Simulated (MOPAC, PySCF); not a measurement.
Stepwise substitution at one centre (Si Br-H). Gas-phase values, no solvent. Strings in code marks are SMILES.

Quantity: vertical ionisation energy (energy after one electron is removed minus that of the parent at the parent's geometry), in eV.

Level 1: r2SCAN-D4/def2-TZVP (PySCF)
Level 2: minus the HOMO energy of B3LYP/6-31G* // r2SCAN-D4/def2-TZVP (PySCF)
Level 3: minus the HOMO energy of PM3 // r2SCAN-D4/def2-TZVP (MOPAC)
Level 4: minus the HOMO energy of PM7 // r2SCAN-D4/def2-TZVP (MOPAC)

```csv
species,level 2,level 3,level 4
`[SiH4]`,9.61,11.79,12.46
`[SiH3]Br`,8.09,11.24,10.53
```

**Question.** What does level 1 give for each?

**Answer.** 
- `[SiH4]`: 12.31
- `[SiH3]Br`: 10.81
